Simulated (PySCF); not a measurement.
# PH3S (SMILES [PH3]=S) at CISD/STO-6G

What is the energy change on altering one bond length of PH3S at CISD/STO-6G? The job is set up through a Python script.

The results are computed with PySCF 2.14.0.

11 further runs of the same task are left out: 2 that didn't finish, 9 set aside as unsound or not needed.

## Step 1: The system as given

PH3S: 5 atoms, total charge 0, spin state singlet. As SMILES, `[PH3]=S`. The coordinates come from a GFN2-xTB relaxation.

Bond lengths: P1–S2 1.914 Å, P1–H3 1.394 Å, P1–H4 1.394 Å, P1–H5 1.394 Å. Angles: S2–P1–H3 118.2°, S2–P1–H4 118.2°, S2–P1–H5 118.2°, H3–P1–H4 99.6°, H3–P1–H5 99.4°, H4–P1–H5 99.4°.

## Step 2: A single-point energy at CISD/STO-6G

Contents of geometry.xyz:

```xyz
5

P      0.007920    -0.006600     0.007660
S      1.261690    -0.941140     1.111260
H     -1.166840     0.461930     0.594540
H     -0.532470    -0.676580    -1.089190
H      0.429710     1.162380    -0.624270
```

Contents of input.py:

```python
# [PH3]=S
from pyscf import gto, ci

mol = gto.M(
    atom='geometry.xyz',
    basis='sto-6g',
    charge=0,
    max_memory=1860,
    verbose=3,
)

calc0 = mol.RHF()
calc0.conv_tol = 1e-10
calc0.kernel()
if not calc0.converged:
    calc0 = calc0.newton().run(calc0.mo_coeff, calc0.mo_occ)

cisd = ci.CISD(calc0, frozen=10)
cisd.kernel()
etot = cisd.e_tot
print('E(%s) = %.9f' % ('CISD', etot))
```

Command:

```console
OMP_NUM_THREADS=1 python input.py
```

The log of the run:

```text
converged SCF energy = -737.357733220814
E(RCISD) = -737.4396013184052  E_corr = -0.08186809759084457
E(CISD) = -737.439601318
```

Wall time 1.4 s (1 thread of Intel Xeon Platinum 8259CL at 2.50GHz (Skylake/Cascade Lake), shared host); peak memory 0.12 GiB.

## Step 3: The distorted shape

Contents of job.py:

```python
from pyscf import gto, ci

mol = gto.M(
    atom='''
P     -0.995079     0.741020    -0.875205
S      1.261690    -0.941140     1.111260
H     -2.169839     1.209550    -0.288325
H     -1.535469     0.071040    -1.972055
H     -0.573289     1.910000    -1.507135
''',
    max_memory=1860,
    spin=0,
    basis='sto-6g',
    verbose=3,
)

myscf = mol.RHF()
myscf.conv_tol = 1e-10
myscf.kernel()
if not myscf.converged:
    myscf = myscf.newton().run(myscf.mo_coeff, myscf.mo_occ)

cisd = ci.CISD(myscf, frozen=10)
cisd.kernel()
etot = cisd.e_tot
print('Final energy', etot)
```

Command:

```console
OMP_NUM_THREADS=1 python job.py
```

The log of the run:

```text
converged SCF energy = -737.296699376889
E(RCISD) = -737.3744731861959  E_corr = -0.07777380930648903
Final energy -737.3744731861959
```

Wall time 1.2 s (1 thread of Intel Xeon Platinum 8259CL at 2.50GHz (Skylake/Cascade Lake), shared host); peak memory 0.12 GiB.

## Step 4: Summary of results

At CISD/STO-6G, 10 core orbitals frozen:

| quantity | value |
| --- | --- |
| first shape: total energy | -737.43960 Eh |
| first shape: dipole moment (Hartree–Fock density) | 4.41 D |
| first shape: HOMO energy (Hartree–Fock orbitals) | -4.65 eV |
| first shape: LUMO energy (Hartree–Fock orbitals) | 11.78 eV |
| first shape: HOMO–LUMO gap (Hartree–Fock orbitals) | 16.43 eV |
| first shape: correlation energy (10 core orbitals frozen) | -81.9 mEh |
| distorted shape: total energy | -737.37447 Eh |
| distorted shape: dipole moment (Hartree–Fock density) | 1.19 D |
| distorted shape: HOMO energy (Hartree–Fock orbitals) | -6.13 eV |
| distorted shape: LUMO energy (Hartree–Fock orbitals) | 4.86 eV |
| distorted shape: HOMO–LUMO gap (Hartree–Fock orbitals) | 10.98 eV |
| distorted shape: correlation energy (10 core orbitals frozen) | -77.8 mEh |
| energy change with the P1–S2 bond stretched from 1.914 to 3.445 Å | 1.772 eV |

**Reading.** With the P1–S2 bond stretched from 1.914 to 3.445 Å the energy rises by 1.77 eV (41 kcal/mol). The first shape isn't relaxed at this level, so the change isn't measured from a minimum. A restricted reference can't describe the breaking bond well at this length. The minimal basis adds a large error of its own. Mulliken charges (first shape) of the mean-field density run from -0.38 on S2 to +0.59 on P1.
